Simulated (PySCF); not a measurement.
**How methods differ on the electron affinity of Cl**

Cl⁻ [Ar] (1S) → Cl [Ne] 3s2 3p5 (2P), as a difference of total energies. Computed with PySCF 2.14 in aug-cc-pCVTZ-DK with one added diffuse shell each of s, p, d, f type (9s8p6d4f, 91 functions), with the spin-free X2C one-electron Hamiltonian (Gaussian nucleus). Correlated levels: valence: [Ne] frozen; valence and next inner shell: 1s2 frozen; nothing frozen. The calculations carry no spin-orbit coupling.

```csv
method,electron affinity (eV),plus first-order spin-orbit estimate,error of that sum (eV)
UHF,2.358,2.323,-1.290
LDA,3.924,3.889,+0.276
PBE,3.640,3.605,-0.008
PBE0,3.554,3.520,-0.093
r2SCAN,3.596,3.561,-0.052
HSE06,3.549,3.514,-0.099
PW91,3.689,3.654,+0.041
CAM-B3LYP,3.633,3.598,-0.015
B97-3,3.622,3.587,-0.026
MP2 (valence),3.625,3.590,-0.023
SCS-MP2 (valence),3.525,3.490,-0.123
MP2 (valence and next inner shell),3.633,3.598,-0.015
SCS-MP2 (valence and next inner shell),3.532,3.497,-0.116
MP2 (all electrons),3.634,3.599,-0.014
SCS-MP2 (all electrons),3.533,3.498,-0.115
```

Reference: 3.613 eV (measured; photodetachment measurements, as compiled on the Wikipedia data page of electron affinities).

A first-order spin-orbit estimate (lowest level to lowest level, LS coupling) adds -0.035 eV.

Errors of the correlated levels include the incompleteness of this basis and the frozen core.

In the anion the highest occupied orbital energy is positive at LDA, PBE, r2SCAN, PW91, a self-interaction effect; the basis confines that electron, and the energy difference can still be sensible.
